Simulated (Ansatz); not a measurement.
## Worked example: correlation energy of CH3, doublet

Geometry: MP2(full)/6-31G*, from the G2/97 set.

```xyz
4

C     0.0000    0.0000    0.0000
H     0.0000    1.0784    0.0000
H     0.9339   -0.5392    0.0000
H    -0.9339   -0.5392    0.0000
```

Basis cc-pVTZ; Ansatz 0.2.0. Only valence electrons are correlated (noble-gas cores frozen), which leaves 7 electrons in 71 orbitals. R marks a restricted (for open shells ROHF) determinant, U an unrestricted one.

Full CI isn't at hand for all of this; UCCSDT(Q) serves as the reference, and is uncertain by about the last step of the cluster series.

Runs differ by some tens of microhartree through their thresholds and, for an open shell, their frozen cores, so steps under 0.03 kcal/mol mean nothing.

```csv
level,total energy (hartree)
UHF,-39.577493
UMP2,-39.735657
UCCSD,-39.756259
UCCSD(T),-39.760976
UCCSDT,-39.761445
UCCSDT(Q),-39.761557
```

Problem. What is the correlation energy at UCCSDT(Q), and what share of it do UMP2 and UCCSD(T) recover?

Solution. E(corr) = -39.761557 − (-39.577493) = -0.184064 hartree = -5.009 eV. UMP2: -0.158164 / -0.184064 = 85.93 %. UCCSD(T): -0.183483 / -0.184064 = 99.68 %.

Problem. By how many kcal/mol does UCCSD(T) miss UCCSDT(Q) (1 hartree = 627.509 kcal/mol), and which steps make up the rest?

Solution. -39.760976 − (-39.761557) = 0.000581 hartree = 0.36 kcal/mol. Steps: UCCSDT − UCCSD(T) = -0.29, UCCSDT(Q) − UCCSDT = -0.07 kcal/mol. That is within 1 kcal/mol of the reference in this basis, which itself misses far more of the correlation at the basis-set limit.
